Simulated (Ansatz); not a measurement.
C2H3ClF2O, SMILES `FCOC(F)Cl`, one more setting.

```yaml
crystal:
  periodic: [false, false, false]
  atoms:
    - {symbol: F, position_ang: [0.293740, 0.036472, 1.920137]}
    - {symbol: C, position_ang: [0.752451, -0.575744, 0.783107]}
    - {symbol: O, position_ang: [-0.276602, -0.710539, -0.139727]}
    - {symbol: C, position_ang: [-0.655882, 0.461502, -0.741339]}
    - {symbol: F, position_ang: [0.303967, 0.870652, -1.611246]}
    - {symbol: Cl, position_ang: [-2.144644, 0.160018, -1.622591]}
    - {symbol: H, position_ang: [1.574408, 0.028641, 0.389356]}
    - {symbol: H, position_ang: [1.071429, -1.586654, 1.033733]}
    - {symbol: H, position_ang: [-0.830266, 1.269351, -0.028431]}
basis:
  gaussian: {orbitals: def2-TZVPP, nuclear_model: gaussian}
hamiltonian: {xc: {name: rPW86-PBE}, dispersion: rvv10, pseudopotentials: {relativity: scalar}}
output: {forces: true}
```

```sh
$ ansatz run in.yaml --threads 4 --pin off --events-out ev --progress --plain --max-ram 10444MiB
```

It prints (some lines left out):

```
Functional definition: rPW86-PBE+rVV10
1294 factors; their error is unknown
mean field evaluation 1: about -22187.2650 eV, gradient 5.6e1 eV
mean field evaluation 2: about -22176.3290 eV, gradient 9.6e1 eV
mean field evaluation 4: about -22192.6732 eV, gradient 6.6e0 eV
mean field evaluation 8: about -22192.7425 eV, gradient 2.3e-1 eV
mean field evaluation 16: about -22192.7098 eV, gradient 8.8e-3 eV
mean field -22192.70984933 eV, -815.5670442038 hartree, gradient 1.0e-5 eV, S^2 0.000000; 0 other end points of the search recorded, 0 dependent functions left out
reference -22192.70994247 eV, -815.5670476265 hartree; 29, 29 occupied and 210, 210 virtual orbitals, 1294 factors
Total energy: -22192.70994247 eV, -815.5670476265 hartree
Relativity: scalar
Atom 0 at     0.293740     0.036472     1.920137 Å, force    -0.339013     0.503678     0.964294 eV/Å
Atom 1 at     0.752451    -0.575744     0.783107 Å, force     0.773009    -0.361508    -0.282799 eV/Å
Atom 2 at    -0.276602    -0.710539    -0.139727 Å, force    -0.356587    -0.850671    -0.153634 eV/Å
Atom 3 at    -0.655882     0.461502    -0.741339 Å, force    -0.553522     0.361086     0.458593 eV/Å
Atom 4 at     0.303967     0.870652    -1.611246 Å, force     0.853495     0.401782    -0.752879 eV/Å
Atom 5 at    -2.144644     0.160018    -1.622591 Å, force    -0.547187    -0.099839    -0.291256 eV/Å
Atom 6 at     1.574408     0.028641     0.389356 Å, force     0.137827     0.069726    -0.058433 eV/Å
Atom 7 at     1.071429    -1.586654     1.033733 Å, force     0.058849    -0.140960     0.012064 eV/Å
Atom 8 at    -0.830266     1.269351    -0.028431 Å, force    -0.026871     0.116707     0.104049 eV/Å
Dipole moment:     0.259230    -0.009578     0.144815 e Å
```

Hardware: 4 threads of an Arm Neoverse V1 on a shared host. Wall time 8 s, peak host memory 0.37 GiB.
